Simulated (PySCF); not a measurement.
C5H6S (charge -1 and doublet state).
Atom-mapped SMILES: `[CH3:1][C:2]#[C:3][CH2:4][CH:5][S-:6]` (hydrogens: H7, H8, H9 on C1; H10, H11 on C4; H12 on C5)

Geometry (GFN2-xTB, Å), atoms numbered from 1 in this order:
```xyz
12
C5H6S angstrom
C      2.497    0.072    0.034
C      1.075   -0.233   -0.013
C     -0.098   -0.492   -0.073
C     -1.546   -0.636   -0.020
C     -2.157    0.537    0.686
S     -2.850    1.824   -0.174
H      3.082   -0.723   -0.438
H      2.829    0.176    1.070
H      2.697    1.009   -0.490
H     -1.784   -1.583    0.499
H     -1.944   -0.690   -1.039
H     -1.800    0.737    1.694
```

The hyperfine couplings belong to this conformer and change with its torsions.

Computed, not measured: UKS B3LYP, pcH-1 on C H S, non-relativistic, mean-field spin-orbit, GIAO (PySCF 2.14.0). Whether the extra electron is bound in the gas phase wasn't checked; a finite basis holds it in any case. Couplings are sensitive to structure, and on GFN2-xTB geometries they can be far from those on DFT ones, by a factor of two or more for some ions and for spin on atoms past the first row. Stability of the SCF solution: not tested.

Question: The isotropic 13C couplings are +103.8, +65.7, -16.0, +8.0, -1.2 MHz. Assign them to C1; C2; C3; C4; C5.

Answer: 
```csv
site,a_iso (MHz),ρ(0) (bohr⁻³),position,distance from C5 (Å),spin population,largest |T| (MHz)
C1,-1.2,-0.0011,4 bonds from C5,4.72,0.00,0.5
C2,+8.0,+0.0072,3 bonds from C5,3.40,+0.04,7.8
C3,+65.7,+0.0584,2 bonds from C5,2.42,+0.02,5.0
C4,-16.0,-0.0142,1 bond from C5,1.50,-0.04,2.3
C5,+103.8,+0.0920,largest spin population,0.00,+0.64,112.6
```

Question: The isotropic 1H couplings, averaged over equivalent nuclei, are -31.2, +25.5, +3.8 MHz. Assign them to H7/H8/H9; H10/H11; H12.

Answer: 
```json
{"site": "H7/H8/H9", "a_iso (MHz)": "+3.8", "ρ(0) (bohr⁻³)": "+0.0009", "position": "5 bonds from C5", "distance from C5 (Å)": "5.18", "bound to": "C1", "spin population there": "0.00", "largest |T| (MHz)": "1.3"}
{"site": "H10/H11", "a_iso (MHz)": "+25.5", "ρ(0) (bohr⁻³)": "+0.0057", "position": "β, 2 bonds from C5", "distance from C5 (Å)": "2.14", "bound to": "C4", "spin population there": "-0.04", "largest |T| (MHz)": "7.4"}
{"site": "H12", "a_iso (MHz)": "-31.2", "ρ(0) (bohr⁻³)": "-0.0070", "position": "α, 1 bond from C5", "distance from C5 (Å)": "1.09", "bound to": "C5", "spin population there": "+0.64", "largest |T| (MHz)": "27.3"}
```

ρ(0) is the spin density at the nucleus and T the dipolar tensor; a_iso includes a spin–orbit part; entries for several nuclei are means. The Mulliken spin populations are largest on C5 (+0.64) and S6 (+0.35). The angles at C5 add up to 355.6°, so it is nearly planar; its axial dipolar tensor and the negative coupling of its proton fit spin in a p orbital normal to that plane.

Examples of negative spin density at the nucleus (bohr⁻³): C4 (-0.0142), H12 (-0.0070) and C1 (-0.0011).

Nuclei that the bonding pattern makes equivalent are averaged, as if the motion that swaps them (rotation, inversion, ring flip) were fast. The three 1H nuclei of mean +3.8 MHz run from 0.4 to 7.1 MHz in the frozen geometry. The 1H value of +25.5 MHz is a mean of couplings from 5.3 to 45.8 MHz in this one geometry, not an average over conformers.

Hardware: an INTEL XEON PLATINUM 8581C at 2.10 GHz with one thread, no GPU, shared host with 80 logical CPUs at a one-minute load of 9.0. Cost: 35 s of wall time (with the writing of density and orbital grids), 0.75 GiB resident at most.
